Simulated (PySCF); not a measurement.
# Which determinant of SiP lies lowest?

Unrestricted PBE0; basis Si def2-TZVPP, P def2-TZVPP; no relativity; PySCF 2.14. Outer shells of the fragments: Si 3s2 3p2; P 3s2 3p3.

Followed along the bond (rough minima from three points):

```csv
2Ms+1,unpaired,⟨S²⟩ at the start,R at minimum (Å),Te (eV)
2,π ↑,0.76,2.07,0.00
2,σ ↑,0.77,1.98,0.14
4,π ↑↑↑,3.77,none in the scan,≤ 1.74
6,"σ ↑, π ↑↑↑↑",8.75,none in the scan,≤ 3.24
```

Solutions found at the starting distance of 2.180 Å, counted from the lowest of them; the search is not exhaustive and high or unbound solutions are not listed, so other states can lie among these:

| 2Ms+1 | unpaired | term | E (eV) | ⟨S²⟩ | ⟨Lz²⟩ | μ (D) |
| --- | --- | --- | --- | --- | --- | --- |
| 2 | π ↑ | ²Π | 0.00 | 0.76 | 1.01 | -1.21 |
| 2 | σ ↑ | ²Σ⁺ | 0.45 | 0.77 | 0.00 | -1.68 |
| 4 | π ↑↑↑ | ⁴Π | 1.77 | 3.77 | 1.01 | 0.39 |
| 4 | σ ↑, π ↑↑ | mixed | 1.92 | 3.76 | 2.02 | -0.73 |
| 2 | π ↑↑↓ | mixed | 2.12 | 1.77 | 3.04 | 0.40 |
| 2 | σ ↓, π ↑↑ | mixed | 2.35 | 1.78 | 2.02 | -0.59 |

A term symbol is given only where ⟨S²⟩ and ⟨Lz²⟩ are close to those of a pure state; real π, δ and φ orbitals otherwise mix terms. A positive dipole means Si(−)P(+).

Compare the gap between the two lowest followed solutions at the starting distance with the gap between their minima.

At PBE0 the second solution (doublet, unpaired electrons σ ↑) lies +0.45 eV from the first (doublet, unpaired electrons π ↑) at 2.180 Å and +0.14 eV at the minima; the two curves relax by different amounts, since their minima lie near 1.98 and 2.07 Å.

Counting both spins, an empty level lies below a filled one in some of these solutions, because spin and occupation are held.
